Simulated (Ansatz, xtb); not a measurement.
# Relative energy of two isomers of C5H5F

Structure X: `C#CC1(F)CC1`, a singlet. Structure Y: `C#C[C@@H]1C[C@@H]1F`, a singlet. Both are isolated molecules in the gas phase, relaxed with PBE0-D3(BJ)/def2-SVP.

Question: Which of the two would you expect CCSD(T)/def2-SVP + ΔMP2/def2-TZVPP electronic energies to favour?

Answer: CCSD(T)/def2-SVP + ΔMP2/def2-TZVPP gives E(Y) − E(X) = +0.51 kcal/mol, slightly favouring structure X, which is too small a margin to settle the true order.

Level by level:

```tsv
level	geometry	E(Y) − E(X) (kcal/mol)	departure from the last row (kcal/mol)	job, with rough time for the two
GFN2-xTB	GFN2-xTB	−0.10	−0.61	optimisation, 0.17 s
HF/STO-3G	GFN2-xTB	+0.25	−0.26	single point, 0.52 s
r2SCAN-D4/def2-SVP	GFN2-xTB	+0.17	−0.34	single point, 6.6 s
PBE0-D3(BJ)/def2-SVP	PBE0-D3(BJ)/def2-SVP	−0.38	−0.89	optimisation, 63 s
HF/def2-SVP	PBE0-D3(BJ)/def2-SVP	−0.62	−1.12	part of the CCSD(T) run
MP2/def2-SVP	PBE0-D3(BJ)/def2-SVP	+0.09	−0.42	part of the CCSD(T) run
CCSD(T)/def2-SVP	PBE0-D3(BJ)/def2-SVP	+0.15	−0.36	single point
CCSD(T)/def2-SVP + ΔMP2/def2-TZVPP	PBE0-D3(BJ)/def2-SVP	+0.51		single point, 69 s
```

As drawn, both hold the same kinds of bond in the same numbers.

The largest departure from CCSD(T)/def2-SVP + ΔMP2/def2-TZVPP is that of HF/def2-SVP, 1.12 kcal/mol. The last row adds to CCSD(T) the change of the MP2 difference between the two basis sets, here +0.36 kcal/mol.

With harmonic frequencies from PBE0-D3(BJ)/def2-SVP (ideal gas, rigid rotor, one conformer each, 298.15 K, 1 atm): the zero-point term adds +0.39 kcal/mol; ΔH is +0.88 and ΔG +0.79 kcal/mol.

The correlated steps freeze 6 core orbitals. Mirror images aren't counted in ΔG. Programs: Ansatz 0.2.0, xtb 6.7.1; the last row on 2 threads of Arm Neoverse N1 on a shared host.
